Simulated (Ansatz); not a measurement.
`[SiH2]N[SiH3]` radical. The species carries charge 0 and has multiplicity 2. Geometry: relaxed with PBE0-D4/def2-TZVP.

```xyz
9

Si    0.566   -1.705    0.028
N    -0.324   -0.312   -0.481
Si   -0.491    1.205    0.335
H     1.726   -1.230    0.836
H     1.034   -2.445   -1.183
H    -0.923   -0.456   -1.283
H    -0.127    2.336   -0.560
H     0.425    1.172    1.501
H    -1.885    1.436    0.805
```

Problem. What is the dipole moment at B3LYP/def2-TZVPP? (An estimate is asked.)

Solution. Computed: 1.07 D, with components (-0.74, 0.25, -0.74) D in this frame, pointing from negative to positive charge.

Problem. And with PBE, r2SCAN, ωB97M-V? (Estimate.)

Solution. The calculation gave: PBE 1.12 D, r2SCAN 1.10 D, ωB97M-V 1.06 D.

Problem. Give the Mulliken charges with B3LYP, ωB97M-V, PBE in def2-TZVPP. (Best estimate.)

Solution. The calculation gave: 
| atom | B3LYP | ωB97M-V | PBE |
| --- | --- | --- | --- |
| Si1 | 0.19 | 0.12 | 0.12 |
| N2 | -0.32 | -0.32 | -0.26 |
| Si3 | 0.34 | 0.25 | 0.27 |
| H4 | -0.06 | -0.02 | -0.04 |
| H5 | -0.06 | -0.03 | -0.05 |
| H6 | 0.12 | 0.10 | 0.13 |
| H7 | -0.07 | -0.04 | -0.06 |
| H8 | -0.06 | -0.02 | -0.05 |
| H9 | -0.07 | -0.04 | -0.06 |

B3LYP here is the variant with VWN-RPA as its local correlation; programs differ in this.
